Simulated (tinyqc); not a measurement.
MP2 on RHF in the sto-3g basis, for OH-, spin multiplicity 1, step by step. The basis has no diffuse functions, so it cannot describe the extra electron: this is an exercise in the method, not the real anion. One step of it, computed by the program tinyqc.

Problem. Second-order Moller-Plesset energy. E2 = sum_ijab (ia|jb) [2 (ia|jb) - (ib|ja)] / (e_i + e_j - e_a - e_b) over occupied i, j and virtual a, b; the opposite-spin part is (ia|jb)^2 / denominator, the rest is same-spin, and SCS-MP2 scales them by 6/5 and 1/3.

orbital energies (hartree): MO1 -19.454639, MO2 -0.578352, MO3 0.076529, MO4 0.212632, MO5 0.212632, MO6 1.058472

Two-electron integrals over orbitals (pq|rs), unique and non-zero (hartree):
```
(11|11) 4.746970    (21|11) -0.444799   (21|21) 0.065386    (22|11) 1.042347
(22|21) -0.017832   (22|22) 0.733266    (31|11) 0.159931    (31|21) -0.023232
(31|22) 0.008664    (31|31) 0.015791    (32|11) -0.185165   (32|21) 0.007000
(32|22) -0.058281   (32|31) 0.009739    (32|32) 0.130908    (33|11) 0.719373
(33|21) -0.006442   (33|22) 0.588998    (33|31) -0.000928   (33|32) 0.011288
(33|33) 0.623375    (41|41) 0.025964    (42|41) 0.034082    (42|42) 0.156194
(43|41) -0.011277   (43|42) -0.044858   (43|43) 0.033389    (44|11) 1.115349
(44|21) -0.012970   (44|22) 0.765042    (44|31) 0.004679    (44|32) -0.100804
(44|33) 0.571004    (44|44) 0.880159    (51|51) 0.025964    (52|51) 0.034082
(52|52) 0.156194    (53|51) -0.011277   (53|52) -0.044858   (53|53) 0.033389
(54|54) 0.047444    (55|11) 1.115349    (55|21) -0.012970   (55|22) 0.765042
(55|31) 0.004679    (55|32) -0.100804   (55|33) 0.571004    (55|44) 0.785270
(55|55) 0.880159    (61|11) -0.124098   (61|21) 0.018990    (61|22) -0.001673
(61|31) 0.005789    (61|32) 0.021596    (61|33) -0.006911   (61|44) -0.003469
(61|55) -0.003469   (61|61) 0.026409    (62|11) 0.169041    (62|21) -0.004366
(62|22) 0.088600    (62|31) 0.016465    (62|32) 0.044847    (62|33) 0.000912
(62|44) 0.092312    (62|55) 0.092312    (62|61) 0.022488    (62|62) 0.109583
(63|11) 0.300185    (63|21) -0.004604   (63|22) 0.141973    (63|31) -0.002891
(63|32) -0.114834   (63|33) 0.007794    (63|44) 0.173089    (63|55) 0.173089
(63|61) -0.009308   (63|62) 0.026113    (63|63) 0.180032    (64|41) 0.008269
(64|42) 0.033624    (64|43) 0.012996    (64|64) 0.038014    (65|51) 0.008269
(65|52) 0.033624    (65|53) 0.012996    (65|65) 0.038014    (66|11) 0.942357
(66|21) -0.011427   (66|22) 0.675136    (66|31) 0.011697    (66|32) 0.010437
(66|33) 0.623795    (66|44) 0.667976    (66|55) 0.667976    (66|61) 0.009242
(66|62) 0.081567    (66|63) 0.065761    (66|66) 0.711114
```

Hartree-Fock energy = -74.06010153 hartree

Give: Terms; Pair energies; MP2 correlation energy; SCS-MP2 correlation energy; MP2 total energy.

Solution.

Terms:
```
i  j  a  b  (ia|jb)  (ib|ja)  denominator       term
3  3  6  6   0.1800   0.1800      -1.9639    -0.0165
2  2  6  6   0.1096   0.1096      -3.2736    -0.0037
4  4  6  6   0.0380   0.0380      -1.6917    -0.0009
5  5  6  6   0.0380   0.0380      -1.6917    -0.0009
3  2  6  6   0.0261   0.0261      -2.6188  -2.60e-04
2  3  6  6   0.0261   0.0261      -2.6188  -2.60e-04
1  2  6  6   0.0225   0.0225     -22.1499  -2.28e-05
2  1  6  6   0.0225   0.0225     -22.1499  -2.28e-05
1  1  6  6   0.0264   0.0264     -41.0262  -1.70e-05
3  1  6  6  -0.0093  -0.0093     -21.4951  -4.03e-06
1  3  6  6  -0.0093  -0.0093     -21.4951  -4.03e-06
```

Pair energies (hartree; pair i-j sums ij and ji):
```
pair  opposite spin  same spin
1-1       -1.70e-05     0.0000
2-1       -4.57e-05     0.0000
2-2         -0.0037     0.0000
3-1       -8.06e-06     0.0000
3-2         -0.0005     0.0000
3-3         -0.0165     0.0000
4-4         -0.0009     0.0000
5-5         -0.0009     0.0000
```

MP2 correlation energy = -0.022472 hartree

SCS-MP2 correlation energy = -0.026966 hartree

MP2 total energy = -74.082573 hartree
